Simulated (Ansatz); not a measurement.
The input, for Ansatz 0.2.0:

```yaml
crystal:
  periodic: [false, false, false]
  atoms:
    - {symbol: Br, position_ang: [0.000000, 0.000000, 0.000000]}
    - {symbol: Be, position_ang: [0.000000, 0.000000, 2.471000]}
basis:
  gaussian: {orbitals: 6-31G}
total_charge: 1
magnetization: {spin_polarized: false, initial_magnetization: 2}
hamiltonian: {xc: hf}
output: {forces: true, orbitals: {seedname: orbitals}}
```

```sh
$ ansatz run in.yaml --threads 1 --pin off --events-out ev --progress --plain --max-ram 2393MiB
```

Log:

```
384 factors; integrals over basis functions are off by at most 6.4e-4 eV
mean field evaluation 1: about -70377.0407 eV, gradient 1.3e1 eV
mean field evaluation 2: about -70377.0465 eV, gradient 1.3e1 eV
mean field evaluation 4: about -70377.7822 eV, gradient 1.1e0 eV
mean field evaluation 8: about -70377.8226 eV, gradient 1.7e-4 eV
mean field evaluation 16: about -70377.5025 eV, gradient 1.3e0 eV
mean field evaluation 32: about -70377.6782 eV, gradient 6.9e0 eV
mean field -70377.82255957 eV, -2586.3372752629 hartree, gradient 2.2e-5 eV, S^2 2.000000; 0 other end points of the search recorded, 0 dependent functions left out
the calculation of the forces begins
reference -70377.82255957 eV, -2586.3372752629 hartree; 20, 18 occupied and 18, 20 virtual orbitals, 384 factors
Total energy: -70377.82255957 eV, -2586.3372752629 hartree
Atom 0 at     0.000000     0.000000     0.000000 Å, force     0.000000     0.000000     0.277796 eV/Å
Atom 1 at     0.000000     0.000000     2.471000 Å, force    -0.000000    -0.000000    -0.277796 eV/Å
Dipole moment:     0.000000    -0.000000     1.306857 e Å
```

Forces (eV/Å):
```
Br   0.000  0.000  0.278
Be   0.000  0.000 -0.278
```

Ran on 1 thread of AMD EPYC, shared host: 1.4 s wall, 0.16 GiB peak host memory.
